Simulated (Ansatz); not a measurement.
Two structures of CH7NSi, singlet, reached by relaxing down either side of one saddle point (PBE0-D4/def2-TZVP). Energies are electronic, without zero-point energy. Computed with Ansatz 0.2.0 (basis: def2-TZVPP and def2-QZVPP); correlated methods freeze the cores. Extrapolation: Hartree–Fock as exp(−7.88 √X), correlation as X^−2.97. First:

Si1  (-0.767, 1.165, -0.007)
N2  (0.536, 0.107, -0.362)
C3  (0.574, -1.272, 0.074)
H4  (-2.030, 0.541, -0.486)
H5  (-0.506, 2.445, -0.716)
H6  (-0.965, 1.472, 1.444)
H7  (1.447, 0.515, -0.492)
H8  (1.198, -1.875, -0.592)
H9  (0.947, -1.402, 1.099)
H10  (-0.433, -1.695, 0.037)
(Å)

Second:

Si1  (-1.201, 1.253, 0.503)
N2  (0.084, 0.093, -0.526)
C3  (0.295, -1.217, 0.101)
H4  (-0.292, -0.021, -1.461)
H5  (-0.758, 2.436, -0.361)
H6  (-0.096, 1.479, 1.537)
H7  (0.962, 0.593, -0.617)
H8  (0.960, -1.852, -0.488)
H9  (0.721, -1.061, 1.092)
H10  (-0.674, -1.702, 0.220)
(Å)

Problem. Which bonds change from the first to the second?

Solution. CH₇NSi ([CH3][NH][SiH3]) → CH₅N ([CH3][NH2]) + SiH₂ (still joined by a long Si–N bond); bonds formed: N2–H4; bonds broken: Si1–H4; bonds weakened to dative contacts: Si1–N2.

Problem. Give the saddle point's structure and its height above each. (Judge from chemistry; the value comes from the calculation.)

Solution. By the calculation: 71.47 kcal/mol above the first and 38.54 kcal/mol above the second (CCSD(T) at an estimated basis limit (MP2 extrapolated from triple and quadruple zeta, plus CCSD(T) − MP2 in triple zeta)).
```
10
angstrom
Si -1.0083 1.2496 0.1402
N 0.3116 0.0926 -0.5381
C 0.4555 -1.1838 0.1227
H -0.9668 0.1798 -1.0598
H -0.4684 2.5867 -0.2594
H -0.8934 1.2059 1.6393
H 1.1594 0.4498 -0.9607
H 0.9394 -1.9221 -0.5211
H 1.0161 -1.1027 1.0616
H -0.5452 -1.5557 0.3754
```

The T1 diagnostic stays at or below 0.013. The restricted Hartree–Fock reference is unstable towards an unrestricted one at one or more of these structures.

Losses and insertions of silylenes and their heavier kin drive the gas-phase chemistry of silicon and germanium vapour deposition.

Labels in which every atom is bracketed show which atoms are joined, not bond orders.

For scale, one of the runs: CCSD(T)/def2-TZVPP, 202 basis functions, launched by `ansatz run in.yaml --threads 2 --pin off --events-out ev --progress --plain --max-ram 4352MiB`. The run took 52 s on 2 CPU threads of an Arm Neoverse V1 (shared host), with 2.5 GiB of host memory at its peak.
